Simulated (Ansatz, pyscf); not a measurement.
B–F (SMILES [B]F) [singlet] + NH₃ (SMILES N) → H₂N–BH–F (SMILES NBF), an insertion on the singlet surface: H–N broken, B–N, B–H formed. Structures and frequencies: ωB97X-D3(BJ)/def2-SVP in PySCF. Wave-function energies: Ansatz (a quantum-chemistry and plane-wave program), frozen core, RHF or UHF references. In kcal/mol, from the separated reactants.

```
level                   barrier  reaction energy
----------------------  -------  ---------------
ωB97X-D3(BJ)/def2-TZVP    23.39           -84.05
r²SCAN/def2-TZVP          15.59           -87.83
CCSD(T)/cc-pV(D+d)Z       26.87           -79.01
CCSDT(Q)/cc-pV(D+d)Z      26.45           -78.96
CCSD(T)/cc-pV(T+d)Z       26.65           -78.71
CCSD(T)/cc-pV(Q+d)Z       26.23           -79.25
```

In cc-pV(D+d)Z, going from CCSD(T) to CCSDT(Q) shifts the barrier by -0.42 and the reaction energy by +0.05 kcal/mol. With HF in the quadruple-zeta basis and the correlation energy extrapolated as X⁻³ from X = 3, 4, CCSD(T) gives 25.70 and -80.03; adding the double-zeta shift gives ΔE‡ = 25.28 and ΔE = -79.98 kcal/mol, without core correlation, relativity or geometry relaxation at these levels. The reactants may also form a dative adduct at B–F [singlet]; it and routes through it were not searched. This is the saddle that the search found; another between the same sides may lie lower. The CCSD(T) − MP2 part came from Ansatz, without density fitting, on the same reference.
